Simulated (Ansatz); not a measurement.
# Which method gave which barrier?

Saddle point of BH4OF, singlet (BH₃O ([BH2][OH]) + HF → BH₂F ([BH2][F]) + H₂O (still joined by a long B–O bond); bonds formed: B1–F6, O2–H5; bonds broken: H5–F6; bonds weakened to dative contacts: B1–O2), PBE0-D4/def2-TZVP structure:

B1  (-0.585, -0.051, -0.135)
O2  (0.719, 0.658, -0.341)
H3  (-1.099, -0.411, -1.148)
H4  (-1.231, 0.331, 0.797)
H5  (1.000, -0.520, 0.115)
F6  (0.326, -1.344, 0.389)
H7  (0.869, 1.338, 0.322)
(Å)

Program: Ansatz 0.2.0. Basis: def2-TZVPP, with def2-QZVPP for the basis limit. Cores are frozen in the correlated methods. Extrapolation: Hartree–Fock as exp(−7.88 √X), correlation as X^−2.97. Four methods, as single points on the PBE0-D4 structures, gave these electronic barriers from the start structure: 60.1, 70.3, 94.6, 131.8 kJ/mol.

Question: The methods were, in alphabetical order, BHLYP-D4, HF, PBE-D4, PBE0-D4. Which gave which? (Judge from chemistry; the calculation decides.)

Answer: The calculation gives: PBE-D4 60.1; PBE0-D4 70.3; BHLYP-D4 94.6; HF 131.8 kJ/mol. For comparison, CCSD(T) at an estimated basis limit (MP2 extrapolated from triple and quadruple zeta, plus CCSD(T) − MP2 in triple zeta) gives 85.8 kJ/mol.

No T1 diagnostic of these runs exceeds 0.013.

Steps of this kind, hydrogen fluoride cutting a network bond, underlie vapour etching and the fluorination step of atomic layer etching.

Labels in which every atom is bracketed show which atoms are joined, not bond orders.

For scale, one of the runs: CCSD(T)/def2-TZVPP, 149 basis functions, launched by `ansatz run in.yaml --threads 2 --pin off --events-out ev --progress --plain --max-ram 4352MiB`. Hardware: 2 CPU threads of an Arm Neoverse V2, shared host. Wall time 14 s; peak host memory 1 GiB.
